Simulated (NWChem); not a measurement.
# F2 (fluorine) at M06-2X/cc-pVTZ

We compute energy and forces of F2 (fluorine). Input form: an ASE script.

Program for the calculation: NWChem 7.3.0.

1 further run of the same task is left out (set aside as unsound or not needed).

**1. Starting point**

F2: 2 atoms, total charge 0, spin state singlet. As SMILES, `FF`. The shape is that of a PBE0-D4/def2-TZVP optimisation.

Bond lengths: F1–F2 1.376 Å.

**2. Energy and forces at M06-2X/cc-pVTZ**

Contents of run.py:

```python
from ase import Atoms
from ase.calculators.nwchem import NWChem

molecule = Atoms('FF', positions=[
    [-0.583900, 0.212400, -0.295000],
    [0.583900, -0.212400, 0.295000],
])

calc = NWChem(
    label='job',
    theory='dft',
    memory='2200 mb',
    basis='cc-pVTZ',
    basispar='spherical bse',
    dft={'xc': 'm06-2x', 'mult': '1', 'grid': 'xfine', 'convergence': 'energy 1e-08', 'iterations': '100', 'mulliken': None},
)
molecule.calc = calc

forces = molecule.get_forces()
print(f"energy = {molecule.get_potential_energy():.6f} eV")
print("forces (eV/A):")
for s, f in zip(molecule.symbols, forces):
    print(f"{s:2s} {f[0]:10.5f} {f[1]:10.5f} {f[2]:10.5f}")
print("dipole (e A):", molecule.get_dipole_moment().round(4))
```

On the command line:

```
export ASE_NWCHEM_COMMAND="nwchem PREFIX.nwi > PREFIX.nwo"
python run.py
```

The program printed:

```text
energy = -5429.072355 eV
forces (eV/A):
F     0.37708   -0.13719    0.19052
F    -0.37708    0.13719   -0.19052
dipole (e A): [-0.  0. -0.]
```

The calculator wrote job.nwi:

```
title "job"

permanent_dir job

scratch_dir job

start job

geometry units angstrom nocenter noautosym noautoz
  F  -5.8389999999999997e-01 2.1240000000000001e-01 -2.9499999999999998e-01
  F  5.8389999999999997e-01 -2.1240000000000001e-01 2.9499999999999998e-01
end

memory 2200 mb

basis spherical bse noprint
   * library cc-pVTZ
end

dft
  xc m06-2x
  mult 1
  grid xfine
  convergence energy 1e-08
  iterations 100
  mulliken
end

task dft gradient
```

job.nwo (excerpt; [...] marks lines left out):

```text
[...]
         Total DFT energy =     -199.514730728675
[...]
  wavefunction    = closed shell
                         DFT ENERGY GRADIENTS
    atom               coordinates                        gradient
                 x          y          z           x          y          z
   1 F      -1.103411   0.401378  -0.557469   -0.007333   0.002668  -0.003705
   2 F       1.103411  -0.401378   0.557469    0.007333  -0.002668   0.003705
[...]
```

Wall time 5.7 s (1 thread of Intel Xeon 6975P-C (Granite Rapids), shared host); peak memory 0.13 GiB.

**3. Summary of results**

At M06-2X/cc-pVTZ:

```
                quantity          value
            total energy  -199.51473 Eh
           dipole moment         0.00 D
             HOMO energy      -13.94 eV
             LUMO energy       -1.26 eV
           HOMO–LUMO gap       12.69 eV
largest force on an atom     0.444 eV/Å
```

The largest force is 0.44 eV/Å: the shape isn't a stationary point for this species at this level.
